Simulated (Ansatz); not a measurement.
# Si2BH7: one species, many methods

The task here is to estimate one member of a computed series from the others.

The runs use Ansatz 0.2.0, Gaussian basis; functionals in def2-TZVPP, the program's frozen cores in correlated methods.

Levels to be run: LDA (SPW92), PBE-D4, revPBE-D4, BLYP-D4, r2SCAN-D4, B97M-V, PBE0-D4, B3LYP-D4, r2SCANh-D4, r2SCAN0-D4, HSE06-D4, BHLYP-D4, CAM-B3LYP-D4, LC-ωPBE, ωB97X-V, ωB97M-V, B2PLYP, PBE-QIDH; CCSD(T)/def2-SVP; CCSD(T)/def2-TZVPP; MP2/def2-QZVPP; extrapolation to the limit; RPA on PBE.

### The geometry

An earlier PBE0-D4 in a triple-zeta def2 set relaxation fixed the geometry.

SMILES `[SiH3]B[SiH3]`, 10 atoms, charge 0, spin multiplicity 1.

Atoms are counted from 1 here; the program's logs count them from 0.

Bond lengths: Si1–B2 2.006 Å, Si1–H4 1.495 Å, Si1–H5 1.489 Å, Si1–H6 1.488 Å, B2–Si3 2.006 Å, B2–H7 1.198 Å, Si3–H8 1.495 Å, Si3–H9 1.488 Å, Si3–H10 1.489 Å. Angles: B2–Si1–H4 104.9°, B2–Si1–H5 113.2°, B2–Si1–H6 114.2°, H4–Si1–H5 107.7°, H4–Si1–H6 107.8°, H5–Si1–H6 108.6°, Si1–B2–Si3 124.9°, Si1–B2–H7 117.4°, Si3–B2–H7 117.3°, B2–Si3–H8 105.0°, B2–Si3–H9 114.3°, B2–Si3–H10 113.0°, H8–Si3–H9 107.8°, H8–Si3–H10 107.7°, H9–Si3–H10 108.6°.

As a file:

```mol
BH7Si2
  3D, bonds by distance, orders not assigned

 10  9  0  0  0  0  0  0  0  0999 V2000
   -1.2279    1.0116   -0.7945 Si  0  0
    0.4974    0.0096   -0.5883 B   0  0
    1.0878   -0.9276    1.0842 Si  0  0
   -2.1899    0.0111   -1.3512 H   0  0
   -1.1377    2.1408   -1.7613 H   0  0
   -1.7925    1.5237    0.4832 H   0  0
    1.1707   -0.1377   -1.5684 H   0  0
    0.6336   -2.3424    0.9164 H   0  0
    0.4741   -0.3971    2.3314 H   0  0
    2.5676   -0.9432    1.2516 H   0  0
  1  2  8  0
  2  3  8  0
  1  4  8  0
  1  5  8  0
  1  6  8  0
  2  7  8  0
  3  8  8  0
  3  9  8  0
  3 10  8  0
M  END
```

Set-up of the first run:

Input file in.yaml:

```yaml
crystal:
  periodic: [false, false, false]
  atoms:
    - {symbol: Si, position_ang: [-1.227908, 1.011641, -0.794536]}
    - {symbol: B, position_ang: [0.497432, 0.009617, -0.588293]}
    - {symbol: Si, position_ang: [1.087800, -0.927564, 1.084188]}
    - {symbol: H, position_ang: [-2.189943, 0.011111, -1.351175]}
    - {symbol: H, position_ang: [-1.137667, 2.140774, -1.761275]}
    - {symbol: H, position_ang: [-1.792518, 1.523651, 0.483223]}
    - {symbol: H, position_ang: [1.170717, -0.137731, -1.568434]}
    - {symbol: H, position_ang: [0.633577, -2.342354, 0.916393]}
    - {symbol: H, position_ang: [0.474058, -0.397130, 2.331383]}
    - {symbol: H, position_ang: [2.567552, -0.943214, 1.251626]}
basis:
  gaussian: {orbitals: def2-TZVPP}
hamiltonian: {xc: lda}
output: {orbitals: {seedname: orbitals}}
```

On the command line:

```sh
$ ansatz run in.yaml --threads 2 --pin off --events-out ev --progress --plain --max-ram 4352MiB
```

Steps of the session up to this table: LDA; PBE-D4 (GGA); revPBE-D4 (GGA); BLYP-D4 (GGA); r2SCAN-D4 (meta-GGA); B97M-V (meta-GGA); PBE0-D4 (hybrid); B3LYP-D4 (hybrid); r2SCANh-D4 (hybrid); r2SCAN0-D4 (hybrid); HSE06-D4 (hybrid); BHLYP-D4 (hybrid); CAM-B3LYP-D4 (range-separated); LC-ωPBE (range-separated); ωB97X-V (range-separated); ωB97M-V (range-separated); B2PLYP (double hybrid); PBE-QIDH (double hybrid).

One table of the session follows, with a row left open; its other results are not shown here.

It belongs to the step «Orbital energies across the functionals». 

```
  functional  HOMO (eV)  LUMO (eV)  gap (eV)
 LDA (SPW92)      -6.94      -4.04      2.89
      PBE-D4      -6.86      -3.83      3.03
   revPBE-D4      -6.82      -3.74      3.09
     BLYP-D4      -6.73      -3.63      3.10
   r2SCAN-D4      -7.10      -3.57      3.53
      B97M-V      -7.25      -3.72      3.53
     PBE0-D4      -8.01      -2.88      5.13
    B3LYP-D4      -7.82      -3.04      4.77
  r2SCANh-D4      -7.53      -3.24      4.29
  r2SCAN0-D4      -8.17      -2.74      5.42
    HSE06-D4      -7.61      -3.26      4.35
    BHLYP-D4      -9.08      -1.78      7.29
CAM-B3LYP-D4          ?          ?         ?
     LC-ωPBE     -10.67      -0.58     10.09
     ωB97X-V     -10.32      -0.67      9.65
     ωB97M-V     -10.11      -0.91      9.20
```

Q: Estimate the row for CAM-B3LYP-D4 from the others.

**Answer.** HOMO (eV): -9.33; LUMO (eV): -1.71; gap (eV): 7.62. In the column «HOMO (eV)» it lies between ωB97M-V (-10.11) and BHLYP-D4 (-9.08).
